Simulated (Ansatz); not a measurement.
# Breaking a bond in AlH3Cl− (SMILES [AlH3-][Cl])

The species is AlH3Cl− (5 atoms), meant as a singlet with charge -1. SMILES: `[AlH3-][Cl]`. Geometry: a GFN2-xTB relaxation, a rough one for these elements and not checked as a minimum.

```tsv
atom	x (Å)	y (Å)	z (Å)
Al	0.1092	-0.0004	-0.0825
Cl	-1.5627	-0.0021	1.1843
H	0.2261	1.4785	-0.7042
H	-0.1602	-1.1064	-1.2183
H	1.3877	-0.3695	0.8207
```

The Al1–H5 distance is scanned; the parts on either side stay rigid. Basis STO-3G, 10 core orbitals frozen in the correlated methods; program Ansatz 0.2.0. FCI is exact within this basis and core. Energies in eV from each method's value at 1.608 Å; methods without a U are spin-restricted. The set has no diffuse functions, which an anion needs. The shape above is that at 1.608 Å.

| distance (Å) | HF | SVWN5 | r2SCAN0 | MP2 | CCSDT(Q) | CCSDTQ | FCI |
| --- | --- | --- | --- | --- | --- | --- | --- |
| 1.608 | 0.00 | 0.00 | 0.00 | 0.00 | 0.00 | 0.00 | 0.00 |
| 2.010 | 1.71 | 1.29 | 1.44 | 1.54 | 1.42 | 1.42 | 1.42 |
| 2.412 | 3.89 | 2.98 | 3.30 | 3.52 | 3.27 | 3.27 | 3.27 |
| 3.217 | 7.06 | 5.39 | 5.97 | 6.36 | 5.64 | 5.63 | 5.63 |
| 4.021 | 8.43 | 6.32 | 7.05 | 7.44 | 6.20 | 6.09 | 6.09 |

Departure from the FCI curve at its largest: HF +2.34 eV at 4.02 Å; SVWN5 -0.29 eV at 2.41 Å; r2SCAN0 +0.96 eV at 4.02 Å; MP2 +1.35 eV at 4.02 Å; CCSDT(Q) +0.11 eV at 4.02 Å; CCSDTQ within 0.005 eV. For the functionals part of the departure is owed to the small basis. Restricted Hartree–Fock keeps the electrons paired, so it rises far too high as the bond breaks.
